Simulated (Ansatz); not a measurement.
# A ladder of methods for AlNH2Cl (SMILES [NH2][Al][Cl])

AlNH2Cl: 5 atoms, total charge 0, spin state doublet. SMILES: `[NH2][Al][Cl]`. The shape is that of a PBE0-D4/def2-TZVP optimisation. This is one conformer, not always the lowest.

```xyz
5

N    -0.5494    0.4617   -0.2320
Al    0.4026   -0.2916    1.0491
Cl    1.9070   -1.6497    0.4408
H    -1.2936    1.1233   -0.0835
H    -0.4166    0.2827   -1.2159
```

Quantity: the vertical electron affinity (to the singlet anion), in eV. The values are calculated.

The electron affinity is E(neutral) − E(anion): positive where the electron is bound.

| level | kind | program | value (eV) | less FCI/STO-3G |
| --- | --- | --- | --- | --- |
| UBLYP/STO-3G | GGA | Ansatz | -4.60 | +0.77 |
| U-r2SCAN/STO-3G | meta-GGA | Ansatz | -4.62 | +0.75 |
| U-wB97M-V/STO-3G | range-separated hybrid | Ansatz | -4.35 | +1.02 |
| U-wB97X/STO-3G | range-separated hybrid | Ansatz | -4.30 | +1.07 |
| UHSE06/STO-3G | range-separated hybrid | Ansatz | -4.46 | +0.91 |
| UBCCD(T)/STO-3G | coupled cluster or CI | Ansatz | -5.36 | +0.01 |
| UCCSDT/STO-3G | coupled cluster or CI | Ansatz | -5.37 | 0.00 |
| UCCSDTQ/STO-3G | coupled cluster or CI | Ansatz | -5.37 | 0.00 |
| FCI/STO-3G | exact in the basis | Ansatz | -5.37 | 0.00 |

FCI/STO-3G is exact within its basis and frozen core, so for wave-function methods in that basis the difference is their error; functionals converge differently with the basis, so for them it is only a difference. The values span -5.37 to -4.30 eV. All rows use very small basis sets, so even the best lies far from the true value. Negative values mean that the anion is unbound at that level; they are set by how diffuse the basis is and aren't properties of the molecule.
